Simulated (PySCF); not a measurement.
**Energy of Ar (argon, neutral) between two integer charges**

The 3p beta orbital of [Ar] is emptied in steps (occupation f), with all orbitals relaxed, ending at [Ne] 3s2 3p5. All numbers are calculated (PySCF 2.14, no relativity, point nucleus, in def2-TZVPPD). The exact energy is a straight line in f; departures are measured from the line between the end points of the same method.

| f | UHF (eV) | LDA (eV) | PBE (eV) | PBE0 (eV) | r2SCAN (eV) | LC-wPBE (eV) | BHandHLYP (eV) | wB97X (eV) | BLYP (eV) | TPSS (eV) |
| --- | --- | --- | --- | --- | --- | --- | --- | --- | --- | --- |
| 1 | 0.000 | 0.000 | 0.000 | 0.000 | 0.000 | 0.000 | 0.000 | 0.000 | 0.000 | 0.000 |
| 0.8 | 0.236 | -0.900 | -0.871 | -0.600 | -0.803 | -0.133 | -0.335 | -0.192 | -0.876 | -0.847 |
| 0.6 | 0.344 | -1.357 | -1.309 | -0.900 | -1.193 | -0.198 | -0.508 | -0.288 | -1.319 | -1.271 |
| 0.4 | 0.334 | -1.363 | -1.309 | -0.899 | -1.177 | -0.195 | -0.512 | -0.287 | -1.323 | -1.270 |
| 0.2 | 0.216 | -0.911 | -0.871 | -0.597 | -0.775 | -0.127 | -0.345 | -0.191 | -0.883 | -0.844 |
| 0 | 0.000 | 0.000 | 0.000 | 0.000 | 0.000 | 0.000 | 0.000 | 0.000 | 0.000 | 0.000 |

```json
{"method": "UHF", "E(f=0) − E(f=1) (eV)": "14.570", "−ε at f=1 (eV)": "16.094", "−ε at f=0.4 (eV)": "14.244"}
{"method": "LDA", "E(f=0) − E(f=1) (eV)": "16.003", "−ε at f=1 (eV)": "10.413", "−ε at f=0.4 (eV)": "17.114"}
{"method": "PBE", "E(f=0) − E(f=1) (eV)": "15.719", "−ε at f=1 (eV)": "10.291", "−ε at f=0.4 (eV)": "16.816"}
{"method": "PBE0", "E(f=0) − E(f=1) (eV)": "15.729", "−ε at f=1 (eV)": "11.988", "−ε at f=0.4 (eV)": "16.489"}
{"method": "r2SCAN", "E(f=0) − E(f=1) (eV)": "15.784", "−ε at f=1 (eV)": "10.739", "−ε at f=0.4 (eV)": "16.846"}
{"method": "LC-wPBE", "E(f=0) − E(f=1) (eV)": "15.811", "−ε at f=1 (eV)": "14.979", "−ε at f=0.4 (eV)": "15.994"}
{"method": "BHandHLYP", "E(f=0) − E(f=1) (eV)": "15.631", "−ε at f=1 (eV)": "13.554", "−ε at f=0.4 (eV)": "16.035"}
{"method": "wB97X", "E(f=0) − E(f=1) (eV)": "15.750", "−ε at f=1 (eV)": "14.559", "−ε at f=0.4 (eV)": "15.994"}
{"method": "BLYP", "E(f=0) − E(f=1) (eV)": "15.609", "−ε at f=1 (eV)": "10.160", "−ε at f=0.4 (eV)": "16.696"}
{"method": "TPSS", "E(f=0) − E(f=1) (eV)": "15.707", "−ε at f=1 (eV)": "10.427", "−ε at f=0.4 (eV)": "16.777"}
```

Orbital energy along the path (eV):

```csv
f,UHF,LDA,PBE,PBE0,r2SCAN,LC-wPBE,BHandHLYP,wB97X,BLYP,TPSS
1,-16.094,-10.413,-10.291,-11.988,-10.739,-14.979,-13.554,-14.559,-10.160,-10.427
0.8,-15.418,-12.603,-12.441,-13.477,-12.804,-15.313,-14.357,-15.028,-12.306,-12.524
0.6,-14.805,-14.841,-14.622,-14.982,-14.859,-15.657,-15.185,-15.513,-14.488,-14.647
0.4,-14.244,-17.114,-16.816,-16.489,-16.846,-15.994,-16.035,-15.994,-16.696,-16.777
0.2,-13.729,-19.409,-18.998,-17.981,-18.735,-16.306,-16.906,-16.461,-18.916,-18.890
0,-13.254,-21.710,-21.141,-19.438,-20.567,-16.575,-17.809,-16.967,-21.132,-20.957
```

Reference removal energy between the ground levels: 15.760 eV (measured; NIST Atomic Spectra Database, ionization energies). The calculation has no spin-orbit coupling. UHF lacks correlation.
